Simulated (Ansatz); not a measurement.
C2H5FN2, SMILES `FC1NCN1` from Hartree–Fock to CCSD(T)

Cartesian coordinates in Å:
```
F -1.7326 0.5220 -0.5333
C -0.4080 0.8695 -0.2232
N 0.0259 0.3231 1.0295
C 0.6644 -0.7691 0.2789
N 0.5507 0.0675 -0.9258
H -0.3704 1.9535 -0.3548
H -0.7178 0.0808 1.6692
H 0.0891 -1.7032 0.2466
H 1.6935 -0.9754 0.5821
H 0.2052 -0.3686 -1.7692
```

Charge 0, multiplicity 1. The structure was optimised at the PBE0-D4/def2-TZVP level. Frozen core, restricted reference, Ansatz. CBS rows extrapolate triple and quadruple zeta; past MP2 they add the triple-zeta difference.

```csv
basis,HF (Eh),MP2 corr.
def2-TZVPP,-287.05829,-0.99210
def2-QZVPP,-287.07117,-1.06714
```

(1) Estimate the CCSD correlation energy and the (T) correction in each basis where they were run (hartree).

Results:

(1) 
```csv
basis,CCSD corr.,(T)
def2-TZVPP,-1.01653,-0.03977
CBS(def2),-1.14716,as TZ
```
